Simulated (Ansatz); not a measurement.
# Titanium, hcp: convergence with cold smearing

Computed with Ansatz, LDA, scalar-relativistic PAW, on the relaxed cell (a = 2.864 Å, c = 4.540 Å (c/a = 1.585); spin not included). Errors count from a run at 420 eV on a Γ-centred 21×21×12 mesh with Fermi-Dirac smearing of 0.1 eV, extrapolated to zero width. Fixed here: cutoff 420 eV, mesh 13×13×7. The SCF starts from atomic densities corrected by a trained network.

```csv
width (eV),E(σ→0) error (meV/atom),F error (meV/atom),P (GPa),SCF iterations
0.01,0.4,0.4,-0.23,5
0.03,0.3,0.3,-0.19,5
0.1,0.0,-0.4,-0.14,5
0.2,-1.0,-2.2,-0.20,5
0.3,-3.8,-2.8,-0.28,5
0.6,2.0,8.4,-0.31,5
1.0,20.0,6.3,0.32,5
```
